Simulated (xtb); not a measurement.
CN, SMILES [C]#N (connectivity only; charge and spin as stated), charge -1, multiplicity 1. All values are semi-empirical tight-binding results from xtb (GFN2-xTB unless named), good for trends rather than for accurate numbers. Geometry: GFN2-xTB.

Problem. Estimate the properties. (An estimate is asked for; the answer gives what the named calculation found.)

Solution. 
point group as xtb finds it: C∞v
orbital gap: 4.43 eV
static polarisability (D4 model): 20.6 bohr³
solvation energy, GFN2-xTB/ALPB(water): -78.8 kcal/mol
solvation energy, GFN2-xTB/ALPB(benzene): -60.1 kcal/mol

Computed IR lines (harmonic; lines under 4 % of the strongest left out, lines within 3 cm⁻¹ merged):
ν (cm⁻¹): 2045 (vs) (against the strongest line: vs over 80 %, s over 45 %, m over 15 %, w over 4 %, vw less)
